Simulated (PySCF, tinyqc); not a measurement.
A ladder of methods, and size consistency: correlation methods against full CI in the sto-3g basis, for CH2, spin multiplicity 1. Computed by the program tinyqc with PySCF. 

Geometry (angstrom):
```
atom       x        y       z
C     0.0000   0.0000  0.0000
H     0.0000   0.9010  0.5800
H     0.0000  -0.9010  0.5800
```

RHF energy of one = -38.362730 hartree

All electrons correlated; +Q is the Davidson correction (1 - c0^2) E_corr. The last columns treat two copies 100 angstrom apart as one system. FCI is the lowest singlet.

Correlation energies (hartree):
```
method   E_corr of one  share of FCI (%)  E_corr of two at 100 angstrom  two minus twice one (mhartree)
MP2          -0.032882           57.8161                      -0.065763                          0.0000
CISD         -0.054044           95.0266                      -0.102215                          5.8733
CISD+Q       -0.057553          101.1963                      -0.112172                          2.9350
CCSD         -0.056309           99.0093                      -0.112619                          0.0000
CCSD(T)      -0.056583           99.4905                      -0.113166                          0.0000
FCI          -0.056873          100.0000                              -                               -
```

MP2 recovers 58 %, CISD 95.0 % and CCSD 99.0 % of the FCI value (c0^2 = 0.935 in CISD). MP2 and coupled cluster are size consistent, so their last column vanishes; CISD loses 5.87 mhartree, since a double excitation on each copy is a quadruple of the pair, and the Davidson correction leaves +2.93. The restricted reference is unstable here: a spin-polarised solution lies 0.0367 hartree lower (PySCF), so results built on it describe a poor reference.
